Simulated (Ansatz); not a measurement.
Basis-set extrapolation for CH$_{3}$NOS$_{2}$, SMILES `NC1(O)SS1` (PBE0-D4/def2-TZVP geometry, frozen core, Ansatz). Multiplicity 1, RHF reference.

```json
{"": "HF", "def2-TZVPP": "-964.046132", "def2-QZVPP": "-964.076272"}
{"": "MP2 correlation", "def2-TZVPP": "-0.961100", "def2-QZVPP": "-1.038546"}
{"": "CCSD(T) correlation", "def2-TZVPP": "-1.037669", "def2-QZVPP": "not run"}
```

Energies in hartree. Use E(X) = E(∞) + A·exp(−7.88·√X) for Hartree–Fock and E(X) = E(∞) + B·X^(−2.97) for correlation, with X = 3 and 4, and add CCSD(T) minus MP2 of the smaller set to the MP2 limit.

Problem. What is the CCSD(T) energy at the basis-set limit?

Solution. HF limit: -964.076272 + (-0.030140) × 0.13774 = -964.08042. MP2 limit: -1.038546 + (-0.077446) × 0.74074 = -1.09591. Higher-order term: -1.037669 − (-0.961100) = -0.07657. Total: -965.25290 hartree, 106.1 kcal/mol below CCSD(T)/def2-TZVPP.
